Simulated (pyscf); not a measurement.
Optimised with ωB97X-D3(BJ)/def2-SVP in PySCF.

Problem. For `[F][Ge]([F])([F])[F]` + `[OH2]` → `[FH]` + `[OH][Ge]([F])([F])[F]`, a four-centre exchange (singlet surface; F–Ge, H–O broken, F–H, Ge–O formed), PBE/def2-TZVP gives ΔE‡ = 0.37 eV and ΔE = +0.17 eV (zero: the separated reactants). In which direction and how far do r²SCAN/def2-TZVP, M06-2X/def2-TZVP, ωB97M-D3(BJ)/def2-TZVP move these?

Solution. r²SCAN: ΔE‡ = 0.33 eV, ΔE = +0.17 eV; M06-2X: ΔE‡ = 0.40 eV, ΔE = +0.13 eV; ωB97M-D3(BJ): ΔE‡ = 0.49 eV, ΔE = +0.15 eV. PBE's barrier lies among them. Its reaction energy matches one of them and lies within 0.04 eV of the others. On the reactant side the descent ends in an adduct with a Ge–O contact, 0.45 eV under the separated species and 0.93 eV under the saddle at ωB97X-D3(BJ)/def2-TZVP. On the product side the descent ends in a complex, 0.19 eV under the separated species and 0.53 eV under the saddle at ωB97X-D3(BJ)/def2-TZVP. What is counted as formed (Ge–O) is already present as a longer contact in the reactant adduct; forming that adduct is a step of its own. One saddle was located; it need not be the lowest between these sides. Elements up to Kr have no core potential and no relativistic terms here.
